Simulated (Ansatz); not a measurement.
System: fcc Pb. Method: HSE06 (plane waves, PAW; Ansatz, a quantum-chemistry and plane-wave program).

Run with plane-wave cutoff 460 eV, 12×12×12 k mesh, Fermi–Dirac smearing 0.05 eV, scalar-relativistic PAW data made under PBE.

Computed points:

```tsv
V (Å³/atom)	E − E_lowest (meV/atom)
29.619	11.64
30.398	2.92
31.178	0.00
31.565	0.51
31.957	2.24
32.737	9.06
```

Q: What bulk modulus B0 and pressure derivative B′ does a third-order Birch–Murnaghan fit give?

A: V0 = 31.214 Å³/atom, B0 = 42.2 GPa, B′ = 3.7 (fit to the energies at full precision).

Measured, for comparison: bulk modulus 47 GPa (corrected for temperature and zero-point phonon effects; as tabulated in Levämäki et al. (2014), arXiv:1402.3671); equilibrium volume per atom 29.45 Å³/atom (low-temperature or extrapolated to 0 K; zero-point anharmonic expansion removed; as tabulated in Csonka et al. (2009), arXiv:0903.4037). Computed (rounded) less measured: bulk modulus -10 %, equilibrium volume per atom +6.0 %.

Spin–orbit coupling is not included; it can shift volumes and moduli of such heavy elements.

Computed values are for the static lattice.
